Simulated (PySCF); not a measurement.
# NMR problem set

- J couplings at B3LYP/pcJ-1 (spin–dipole term left out of most H,H and C,H couplings)
- shieldings: GIAO PBE0/pcSseg-1
- GFN2-xTB structure
- run in PySCF 2.14.0 with density-fitted response routines
- a single conformation, non-relativistic, isolated molecule, fast rotation and ring inversion assumed for equivalent nuclei

Scale: ¹H (31.72 ppm), ¹³C (186.93 ppm) against TMS (reference shieldings calculated alike). Multiplet labels drop J under 1 Hz and among equivalent protons, and merge close values. Unscaled 3J(H,H) run several per cent high. Where no couplings were computed, multiplicities follow the n + 1 count of equivalent neighbours, and m marks all less simple cases (inequivalent or close neighbours, rings, F or P nearby). Shifts are as computed. Against solution values, carbons near 30 ppm lie about +3 ppm off and those near 130 ppm about +5 ppm. Of 1211 compounds with measured shifts, 218 miss one by over three times the rms of a fit or turn the order of signals round; such compounds aren't used in these exercises.

Q: C$_{6}$H$_{10}$. ¹H NMR (500 MHz, computed): δ 1.53 (s, 1H), 1.30 (s, 9H). ¹³C{¹H} NMR (computed): δ 97.7, 74.2, 32.9, 27.6. Identify the compound.

A: 3,3-dimethyl-1-butyne (SMILES C#CC(C)(C)C). The formula gives 2 degrees of unsaturation (no ring in the answer). 4 carbon signals for 6 carbons: some carbons are equivalent by symmetry or fast rotation. Carbon types of the structure: 2 × C, 1 × CH, 3 × CH3, which accounts for all hydrogens. δC 97.7: alkyne carbon; the triple bond shields along its axis, which puts it between sp3 and sp2 carbons. δC 74.2: terminal alkyne carbon; the triple bond shields along its axis, which puts it between sp3 and sp2 carbons. δC 32.9: methyl carbon; a saturated carbon with 1 carbon neighbour and no heteroatom attached. δC 27.6: propargylic quaternary sp3 carbon; saturated and bonded to C and H only.

This is the structure that produced the data.

Q: C$_{6}$H$_{10}$. ¹H NMR (600 MHz, computed): δ 2.41 (m, 2H), 1.66 (m, 4H), 1.59 (m, 2H), 0.79 (m, 2H). ¹³C{¹H} NMR (computed): δ 40.8, 40.0, 29.5. What is it?

A: SMILES C1C[C@H]2C[C@@H]1C2. Rings plus π bonds: 2 (2 rings in the answer). 3 carbon signals for 6 carbons: some carbons are equivalent by symmetry or fast rotation. Carbon types of the structure: 2 × CH, 4 × CH2, which accounts for all hydrogens. δC 40.8: sp3 CH in a ring; a saturated carbon with 3 carbon neighbours and no heteroatom attached. δC 40.0, 29.5: sp3 CH2 in a ring; a saturated carbon with 2 carbon neighbours and no heteroatom attached. δH 2.41: hydrogen on an sp3 CH in a ring. δH 1.66, 1.59, 0.79: hydrogen on an sp3 CH2 in a ring; far from electronegative atoms and π systems.

This is the structure that produced the data.
